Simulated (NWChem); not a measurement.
## Basis-set dependence for C₃H₇Cl

```
C
H 1 1.1112
H 1 1.1136 2 106.09
C 1 1.5235 2 108.71 3 114.43
H 4 1.1070 1 111.56 2 -58.75
H 4 1.1087 5 108.45 1 123.35
C 1 1.5285 2 110.28 3 -119.27
H 7 1.1081 1 111.28 2 56.45
H 7 1.1084 8 108.04 1 121.63
H 7 1.1102 8 107.70 9 116.00
Cl 4 1.8135 5 106.18 6 113.83
```
Charge 0, spin multiplicity 1.

Everything below was run with NWChem. The geometry was optimised at PBE/def2-SVP, a minimum by its harmonic frequencies. It is one conformer; others weren't searched.

Hartree-Fock energies in Ha, correlation energies in mHa.

The correlated methods keep 8 core orbitals frozen. The Pople sets run with spherical d functions. The structure started from a generated list of species. Coupled-cluster values serve here as a point of comparison, not as the truth.

| basis | functions | RHF | MP2 | SCS-MP2 | CCSD | CCSD+T(CCSD) | CCSD(T) |
|---|---|---|---|---|---|---|---|
| 6-31G* | 74 | -577.16044 | -520.7 | -516.9 | -573.4 | -589.7 | -589.0 |
| cc-pVDZ | 95 | -577.19453 | -573.7 | -571.4 | -629.1 | -646.9 | -646.5 |

From 6-31G* to cc-pVDZ the Hartree-Fock energy moves by -34.1 mHa and the MP2 correlation energy by -53.0 mHa, which is 9 % of its value in the larger set.
